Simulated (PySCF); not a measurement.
Members of one family of related compounds. Method: TDDFT CAM-B3LYP/def2-SVPD, vertical, gas phase, core orbitals frozen in the response (PySCF). Geometries: PBE0-D3(BJ)/def2-SVP; one conformer of each isolated species. Triplets are in the Tamm–Dancoff approximation.

Problem. Rank by computed LUMO energy, lowest first.
A. `C[NH][AlH2]`
B. `C[CH2][AlH2]`
C. `[AlH2][NH][SiH3]`
D. `[AlH2][Cl]`

Solution. D (-0.76 eV), B (-0.38 eV), C (-0.01 eV), A (0.26 eV).

```tsv
SMILES	LUMO (eV)	first f ≥ 0.01 (nm)	S1 (eV)	HOMO (eV)	T1 (eV)	S1 mainly
[AlH2][Cl]	-0.76	175	5.52	-9.99	5.10	H→L (97%)
C[CH2][AlH2]	-0.38	181	4.96	-8.93	4.64	H→L (98%)
[AlH2][NH][SiH3]	-0.01	199	6.11	-9.10	5.36	H-1→L (98%)
C[NH][AlH2]	0.26	217	5.70	-8.29	4.63	H→L (98%)
```

H and L stand for HOMO and LUMO.
